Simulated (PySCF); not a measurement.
Gas-phase reaction: 3 OH + 2 P = HPO3 + PH2

Computed with PySCF (xtb for GFN2) and rigid-rotor harmonic-oscillator thermochemistry at 1 bar. † marks an energy on the PBE0/def2-TZVP geometry and frequencies; other levels use their own. MP2 and CCSD(T) freeze the core. Open shells (unrestricted): OH (multiplicity 2), P (multiplicity 4), PH2 (multiplicity 2); the rest are closed-shell singlets. GFN2 has no spin-polarisation term. Spin-orbit splitting is ignored; it lowers the true energy and changes the entropy of OH. HPO3, PH2: computed as isolated molecules; such fragments, hydroxides, amides, oligomers or adducts are transient or little studied in the gas. MP2 isn't extrapolated to the basis-set limit. CCSD(T) isn't extrapolated to the basis-set limit.

```json
[
 {"level": "CCSD(T)/def2-SVP†", "ΔH°(298 K), kJ": "(withheld)"},
 {"level": "GFN2-xTB", "ΔH°(298 K), kJ": "-1900"},
 {"level": "HF/def2-TZVP†", "ΔH°(298 K), kJ": "(withheld)"},
 {"level": "MP2/def2-SVP†", "ΔH°(298 K), kJ": "-1150"},
 {"level": "MP2/def2-TZVPP†", "ΔH°(298 K), kJ": "(withheld)"},
 {"level": "PBE0/def2-SVP†", "ΔH°(298 K), kJ": "-1203"},
 {"level": "ωB97M-V/def2-TZVP†", "ΔH°(298 K), kJ": "(withheld)"},
 {"level": "ωB97X-V/def2-TZVP†", "ΔH°(298 K), kJ": "-1348"}
]
```

**Question.** What belongs in the gaps?

**Answer.** 
- CCSD(T)/def2-SVP†, ΔH°(298 K), kJ: -1061
- HF/def2-TZVP†, ΔH°(298 K), kJ: -745
- MP2/def2-TZVPP†, ΔH°(298 K), kJ: -1332
- ωB97M-V/def2-TZVP†, ΔH°(298 K), kJ: -1341
